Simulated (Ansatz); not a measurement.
# H2B–F, H₂Al–F: atomization energies

Ansatz 0.2.0, basis cc-pVDZ; geometries are PBE0/def2-TZVP minima. Wave-function levels freeze the cores; HF, MP2 and coupled cluster are restricted for singlets and unrestricted otherwise, atoms included (their steps beyond CCSDT(Q) come from restricted open-shell runs). The reference is CCSDTQ (coupled cluster only where its series has nearly closed). An error is the level's value less the reference. None of these values is a measured one. Energies are electronic, without zero-point terms. The set is small: it underbinds, by tens of kJ/mol for each bond, so near ties and functionals' places can change in larger sets. No spin–orbit coupling and no scalar relativity. The species are chosen: bound, without strong static correlation by their natural occupations or amplitudes, in their lowest spin state as far as vertical gaps and like structures tell, and with a ladder that closes on the reference, so errors are smaller than for species at large; levels whose determinant breaks symmetry or spin markedly are left out.

```tsv
species	bonds (Å)	quantity	symmetry of the states	reference	value (kcal/mol)	error HF	error MP2	error CCSD(T)	error CCSDT	error CCSDT(Q)
H2B–F, singlet	B–F 1.317, B–H 1.197, angles at B 118/124°	atomization	A1	CCSDTQ	318.8	-54.5	7.1	-0.2	-0.2	0.0
H2Al–F, singlet	F–Al 1.650, Al–H 1.576, angles at Al 117/126°	atomization	A1	CCSDTQ	256.4	-49.4	4.8	-0.2	-0.2	0.0
```

The reference falls from B to Al, by 62.4 kcal/mol in all.
